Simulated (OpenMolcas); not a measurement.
How basis sets differ on CH3FSi (SMILES C[Si]F)

CH3FSi: 6 atoms, total charge 0, spin state singlet. As SMILES, `C[Si]F`. The shape is that of a GFN2-xTB optimisation.

Quantity: the HOMO–LUMO gap, in eV. The values are calculated.

```tsv
level	kind	program	value (eV)	CPU time
HF/STO-3G	Hartree–Fock	OpenMolcas	12.63	3.5 s
HF/3-21G	Hartree–Fock	OpenMolcas	10.30	3.3 s
HF/cc-pVDZ	Hartree–Fock	OpenMolcas	10.35	6 s
HF/def2-SVP	Hartree–Fock	OpenMolcas	10.42	5.2 s
```

The values span 10.30 to 12.63 eV. A Hartree–Fock LUMO above zero doesn't converge with the basis: it sinks as sets grow more diffuse. Orbital gaps aren't excitation energies. Times are those of the runs behind each value, whatever else they computed, on shared processors of several kinds: orders of magnitude only.
